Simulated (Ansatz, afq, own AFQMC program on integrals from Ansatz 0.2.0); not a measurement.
# WH⁺, septet: a scan with AFQMC

```xyz
2

W     0.0000    0.0000    0.0000
H     0.0000    0.0000    2.0590
```

The W1–H2 distance is changed with both sides rigid. Energies in mEh count from this geometry (2.059 Å) at the same level; the start stands on UHF, each point on the determinant named.

Basis def2-TZVPP with its core potentials. Only valence electrons are correlated. AFQMC by an in-house program on the Cholesky factors that Ansatz 0.2.0 writes for its CCSD(T) run. The CISD trial takes its coefficients from CCSD amplitudes. Released means that phaseless walkers are propagated on without the constraint, phases kept. Error bars are statistical, one sigma. No spin–orbit coupling. The metal's outer-core s and p shells are frozen, which shifts wave-function levels against functionals.

Cautions, each for one point or more: higher spins were not checked; lower spins were not checked; no spin-orbit coupling; outer-core shells of the metal frozen.

```json
{"r(W1–H2) / Å": "1.644", "det.": "UHF", "T1": "0.010", "weight": "0.97", "⟨S²⟩": "12.00", "CCSD(T)": "20.8", "ph-AFQMC/CISD": "20.7 ± 0.09", "released AFQMC": "–", "CCSDT(Q)": "20.8", "MP2": "20.7", "B3LYP": "23.5"}
{"r(W1–H2) / Å": "2.548", "det.": "UHF", "T1": "0.033", "weight": "0.96", "⟨S²⟩": "12.01", "CCSD(T)": "9.0", "ph-AFQMC/CISD": "9.0 ± 0.03", "released AFQMC": "9.0 ± 0.04", "CCSDT(Q)": "9.0", "MP2": "8.6", "B3LYP": "5.7"}
{"r(W1–H2) / Å": "3.248", "det.": "UHF", "T1": "0.025", "weight": "0.97", "⟨S²⟩": "12.01", "CCSD(T)": "17.4", "ph-AFQMC/CISD": "17.5 ± 0.03", "released AFQMC": "–", "CCSDT(Q)": "17.5", "MP2": "15.8", "B3LYP": "13.4"}
{"r(W1–H2) / Å": "4.573", "det.": "UHF", "T1": "0.009", "weight": "0.97", "⟨S²⟩": "12.01", "CCSD(T)": "19.4", "ph-AFQMC/CISD": "19.4 ± 0.03", "released AFQMC": "19.3 ± 0.07*", "CCSDT(Q)": "19.4", "MP2": "17.3", "B3LYP": "15.7"}
{"r(W1–H2) / Å": "7.123", "det.": "UHF", "T1": "0.009", "weight": "0.97", "⟨S²⟩": "12.01", "CCSD(T)": "19.7", "ph-AFQMC/CISD": "19.7 ± 0.03", "released AFQMC": "19.8 ± 0.06", "CCSDT(Q)": "19.8", "MP2": "17.6", "B3LYP": "15.4"}
```

Weight is that of the determinant in the CISD state; at the start T1 is 0.017 and the weight 0.96, and ⟨S²⟩ is 12.00. An asterisk marks released energies that aren't shown to be converged. A dash marks a missing value, a released energy that hasn't settled or a functional that sits on another state. Largest departures from CCSDT(Q), at the points where its series has closed: CCSD(T) -0.1 mEh at 7.123 (on UHF), ph-AFQMC/CISD -0.1 mEh at 1.644 (on UHF) (within the noise), released AFQMC 0.0 mEh at 2.548 (on UHF) (within the noise), MP2 -2.2 mEh at 7.123 (on UHF), B3LYP -4.4 mEh at 7.123. Functionals count only at points shown to share the start's state and spin.

Some points may be missing: those where a free walk finds a much lower state, and past Zn most of those on another determinant than at the start.

A walk keeps the symmetry of its determinant, which the program's search chose and which needn't be the lowest solution, so a lower state of the same spin and another symmetry isn't excluded.
